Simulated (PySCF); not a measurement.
## How methods differ on the electron affinity of C

C⁻ [He] 2s2 2p3 (4S) → C [He] 2s2 2p2 (3P), as a difference of total energies. Calculation: PySCF 2.14, in def2-TZVPPD; the non-relativistic Hamiltonian (point nucleus). Correlated levels: valence: 1s2 frozen. The calculations carry no spin-orbit coupling.

| method | electron affinity (eV) | error (eV) |
| --- | --- | --- |
| UHF | 0.309 | -0.953 |
| MP2 (valence) | 1.031 | -0.231 |
| SCS-MP2 (valence) | 0.776 | -0.486 |
| CCSD (valence) | 0.916 | -0.346 |
| CCSD(T) (valence) | 0.964 | -0.298 |
| CCSDT (valence) | 0.968 | -0.294 |

Reference: 1.262 eV (measured; photodetachment measurements, as compiled on the Wikipedia data page of electron affinities).

Errors of the correlated levels include the incompleteness of this basis and the frozen core.
